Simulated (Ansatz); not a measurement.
Relaxation of C4H5N (10 atoms, charge 0, multiplicity 1), to a largest force component of 0.015 eV/Å in at most 40 steps.

Theory: RKS LDA/6-31G (Ansatz).

```xyz
10
Properties=species:S:1:pos:R:3
C -1.772 1.296 0.873
C -0.948 0.638 0.205
C -0.092 -0.060 -0.449
N 1.052 -0.572 0.280
C 1.836 -1.280 -0.406
H -2.669 1.799 0.353
H -1.683 1.492 1.933
H -0.115 -0.204 -1.511
H 1.776 -1.440 -1.433
H 2.697 -1.719 0.158
```

**Question.** Where does it end, and by what steps?

**Answer.** The forces met the threshold. Limits of this set-up: no polarisation functions. After 11 steps the energy has fallen by 3.221 eV; H6 moved furthest, 1.04 Å.

```tsv
step	energy less start (eV)	largest force component (eV/Å)	accepted
0	0.0000	4.394	yes
1	-1.4195	1.527	yes
2	-2.1605	1.159	yes
3	-2.6384	0.916	yes
4	-2.9609	0.875	yes
5	-3.1384	0.454	yes
6	-3.2050	0.302	yes
7	-3.2043	0.705	no
8	-3.2175	0.100	yes
9	-3.2209	0.055	yes
10	-3.2205	0.095	no
11	-3.2212	0.006	yes
```

```xyz
10
Properties=species:S:1:pos:R:3
C -1.844 1.391 0.853
C -0.967 0.613 0.279
C -0.097 -0.181 -0.322
N 1.189 -0.399 0.179
C 1.977 -1.186 -0.465
H -1.915 2.462 0.616
H -2.547 1.018 1.611
H -0.389 -0.699 -1.260
H 1.685 -1.705 -1.406
H 2.990 -1.365 -0.081
```

Whether the end is a true minimum wasn't checked by a vibrational analysis.

Time of the run: 24 s on 1 thread of Arm Neoverse V1 (shared host), peak memory 0.11 GiB.
